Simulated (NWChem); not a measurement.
Species: SiH2, singlet; SMILES [SiH2]

Results from NWChem. Pople sets run with spherical d functions. Low-valent species are run as closed-shell singlets; no triplet was tried in these runs. The level has its own optimisation; frequencies are unscaled.

Predict the results for B3LYP/6-31G*. Quantities: r H–Si (Å); highest harmonic frequency (cm⁻¹); lowest (cm⁻¹); zero-point energy (kcal/mol); dipole (D).


| Quantity | Value |
|---|---|
| r H–Si (Å) | 1.530 |
| highest harmonic frequency (cm⁻¹) | 2053 |
| lowest (cm⁻¹) | 1040 |
| zero-point energy (kcal/mol) | 7.3 |
| dipole (D) | 0.43 |
